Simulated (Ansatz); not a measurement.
Born–Oppenheimer molecular dynamics of CH₄F (6 atoms, charge 0, multiplicity 2). It starts from a rough guess of a transition structure, not a stationary point.

Method: UKS PBE0-D4/def2-SVP in Ansatz.

* ensemble: NVE (velocity Verlet)
* time step: 0.5 fs
* steps asked: 150
* starting velocities drawn for: 1000 K
* seed: 927028

First frame:

```xyz
6
Properties=species:S:1:pos:R:3
H -0.808 0.451 0.157
H -1.591 0.977 0.422
C 0.352 -0.264 -0.156
F 1.260 0.087 0.783
H 0.110 -1.318 -0.070
H 0.677 0.068 -1.137
```

(1) How far do the bonds stretch over the last three quarters of this one trajectory? (Pairs bonded in most of those frames.)

Answers

(1) 
```csv
bond,mean (Å),spread (Å),shortest,longest
H1–H2,0.779,0.083,0.66,0.89
C3–F4,1.330,0.004,1.32,1.34
C3–H5,1.098,0.043,1.03,1.17
C3–H6,1.098,0.027,1.04,1.14
```

Mean temperature of the second half: 1205 K. The conserved energy stayed within 1.3 meV per atom of its start (net change -0.97 meV per atom), so the integration is sound. A run of 0.075 ps of so small a system gives no equilibrium averages.

Run time: 3.3 min on 1 thread of Arm Neoverse V1 (shared host), peak memory 0.11 GiB.
